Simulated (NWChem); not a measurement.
Everything below was run with NWChem. System: C2H3O, charge 0, spin multiplicity 2, at a geometry optimised with UPBE/def2-SVP. The structure started from a generated list of species. Its SCF solution wasn't tested for a lower state. Level: UCAM-B3LYP/def2-TZVP.

Input file:

```
start mol
memory heap 200 mb stack 900 mb global 1100 mb
geometry units angstroms nocenter noautoz
  C     -0.078063    -1.170428     0.000000
  C      0.426526     0.248546     0.000000
  O     -0.195468     1.267226     0.000000
  H      0.330976    -1.693871     0.887791
  H      0.330976    -1.693871    -0.887791
  H     -1.188987    -1.218772     0.000000
  symmetry group Cs
end
basis spherical
  * library def2-tzvp
end
dft
  xc xcamb88 1.00 lyp 0.81 vwn_5 0.19 hfexch 1.00
  cam 0.33 cam_alpha 0.19 cam_beta 0.46
  odft
  mult 2
  direct
  iterations 100
end
task dft energy
```

NWChem printed:

```
             Northwest Computational Chemistry Package (NWChem) 7.3.0
             --------------------------------------------------------

                                NWChem Input Module
                                -------------------

 Scaling coordinates for geometry "geometry" by  1.889725989
 (inverse scale =  0.529177249)

 Turning off AUTOSYM since
 SYMMETRY directive was detected!

                             Geometry "geometry" -> ""
                             -------------------------

 Output coordinates in angstroms (scale by  1.889725989 to convert to a.u.)

  No.       Tag          Charge          X              Y              Z
 ---- ---------------- ---------- -------------- -------------- --------------
    1 C                    6.0000    -0.07806300    -1.17042800     0.00000000
    2 C                    6.0000     0.42652600     0.24854600     0.00000000
    3 O                    8.0000    -0.19546800     1.26722600     0.00000000
    4 H                    1.0000     0.33097600    -1.69387100     0.88779100
    5 H                    1.0000     0.33097600    -1.69387100    -0.88779100
    6 H                    1.0000    -1.18898700    -1.21877200     0.00000000

 Effective nuclear repulsion energy (a.u.)      62.5061106089

            Nuclear Dipole moment (a.u.)
            ----------------------------
        X                 Y               Z
 ---------------- ---------------- ----------------
    -0.0000018897     0.0000037795     0.0000000000

      Symmetry information
      --------------------

 Group name             Cs
 Group number              2
 Group order               2
 No. of unique centers     5

      Symmetry unique atoms

     1    2    3    4    6


 Summary of "ao basis" -> "" (spherical)
 ------------------------------------------------------------------------------
       Tag                 Description            Shells   Functions and Types
 ---------------- ------------------------------  ------  ---------------------
 *                         def2-tzvp                  on all atoms

                                 NWChem DFT Module
[...]
    beta     10     12     13     14     16     15     17     18     19     20
 overlap   0.999  0.969  0.999  0.982  0.997  0.999  0.998  1.000  0.999  0.966

   alpha     21     22     23     24     25     26     27     28     29     30
    beta     21     22     23     25     24     27     26     28     29     30
 overlap   0.970  0.999  0.983  0.957  0.965  0.936  0.944  1.000  0.990  1.000

   alpha     31     32     33     34     35     36     37     38     39     40
    beta     31     32     33     34     35     36     37     38     39     40
 overlap   0.990  0.988  0.997  0.996  0.997  0.998  0.996  0.996  0.998  0.999

   alpha     41     42     43     44     45     46     47     48     49     50
    beta     41     42     43     45     44     46     47     48     49     50
 overlap   1.000  0.999  0.995  0.953  0.999  0.960  0.995  0.993  0.993  0.994

   alpha     51     52     53     54     55     56     57     58     59     60
    beta     51     52     53     54     55     56     57     58     59     60
 overlap   0.998  0.998  1.000  0.999  1.000  0.999  1.000  1.000  0.999  1.000

   alpha     61     62     63     64     65     66     67     68     69     70
    beta     61     63     62     64     65     66     68     67     69     70
 overlap   0.998  0.962  0.998  0.962  1.000  0.999  0.998  0.999  0.998  0.998

   alpha     71     72     73     74     75     76     77     78     79     80
    beta     71     72     74     73     75     76     77     78     79     80
 overlap   0.998  0.996  0.990  0.992  0.989  0.980  0.997  0.995  0.992  0.984

   alpha     81     82     83     84     85     86     87     88     89     90
    beta     81     82     83     85     84     86     87     88     89     90
 overlap   0.997  0.985  0.999  0.992  1.000  0.993  1.000  1.000  1.000  0.999

   alpha     91     92     93     94     95     96     97     98     99    100
    beta     91     92     93     94     95     96     97     98     99    100
 overlap   0.999  1.000  1.000  1.000  1.000  1.000  1.000  1.000  1.000  1.000

   alpha    101    102    103    104    105    106    107    108    109    110
    beta    101    103    102    104    105    106    107    108    109    110
 overlap   1.000  1.000  0.987  0.992  0.995  1.000  1.000  1.000  1.000  1.000

   alpha    111
    beta    111
 overlap   1.000

     --------------------------
     Expectation value of S2:
     --------------------------
      <S2> =      0.7534 (Exact =     0.7500)

 center of mass
 --------------
 x =   0.02301422 y =   0.20048988 z =   0.00000000

 moments of inertia (a.u.)
 ------------------
         183.018928973503           4.708830958456           0.000000000000
           4.708830958456          21.766370829782           0.000000000000
           0.000000000000           0.000000000000         193.438738440092

     Multipole analysis of the density
     ---------------------------------

     L   x y z        total         alpha         beta         nuclear
     -   - - -        -----         -----         ----         -------
     0   0 0 0     -0.000000    -12.000000    -11.000000     23.000000

     1   1 0 0     -0.041915     -0.452294      0.410381     -0.000002
     1   0 1 0     -1.062644     -0.846466     -0.216182      0.000004
     1   0 0 1      0.000000      0.000000     -0.000000      0.000000

     2   2 0 0    -14.104375    -14.230282    -10.824946     10.950854
     2   1 1 0      0.087278      0.571714      1.192192     -1.676627
     2   1 0 1      0.000000      0.000000      0.000000      0.000000
     2   0 2 0    -14.323482    -59.757274    -56.915618    102.349410
     2   0 1 1     -0.000000      0.000000     -0.000000      0.000000
     2   0 0 2    -12.845273     -9.574275     -8.900229      5.629232

 Task  times  cpu:       36.4s     wall:       36.4s

 Total times  cpu:       36.4s     wall:       36.4s
```
